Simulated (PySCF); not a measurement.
Does the answer move with the share of exact exchange?

Species: H3O4P.
SMILES with atom numbers: `[O:1]=[P:2]([OH:3])([OH:4])[OH:5]` (hydrogens: H6 on O3; H7 on O4; H8 on O5)

Torsions of this conformer, `[O:1]=[P:2]([OH:3])([OH:4])[OH:5]`: H–O3–P2–O1 0°, H–O4–P2–O1 1°, H–O5–P2–O1 172°.

PySCF, pcSseg-2 basis, density fitting, gas phase, PBE0-D3(BJ)/def2-SVP geometry. One functional is left out:

```tsv
functional	exact exchange (%)	HOMO energy (eV)	LUMO energy (eV)	dipole moment (D)
B97-D	0	-7.35	-0.93	2.411
BLYP	0	-7.25	-1.15	2.399
BP86	0	-7.47	-1.01	2.402
LDA	0	-7.60	-1.22	2.414
OPBE	0	-7.27	-0.85	2.385
PBE	0	-7.36	-1.08	2.393
B3LYP	20	-8.75	-0.63	2.469
PBE0	25	-9.01	-0.24	2.476
```

Q: Predict the row of mPW1PW91 (25 % exact exchange) by straight lines through the other rows, and check it.

A: 
```csv
property,line,computed,computed − line,"PBE0 (25 %), for comparison"
HOMO energy (eV),-9.04,-9.04,0.00,-9.01
LUMO energy (eV),-0.35,-0.22,+0.13,-0.24
dipole moment (D),2.480,2.479,-0.001,2.476
```

Q: Which of these properties follows the share of exact exchange most closely, and which least?

A: Most closely the HOMO energy, least the LUMO energy; the correlations over the tabulated rows are HOMO energy -0.987, dipole moment 0.961, LUMO energy 0.907. The HOMO energy moves by -0.663 eV for every 10 %. Functionals with the same share still differ in their other parts: at 0 % BLYP and LDA differ by 0.35 eV in it.
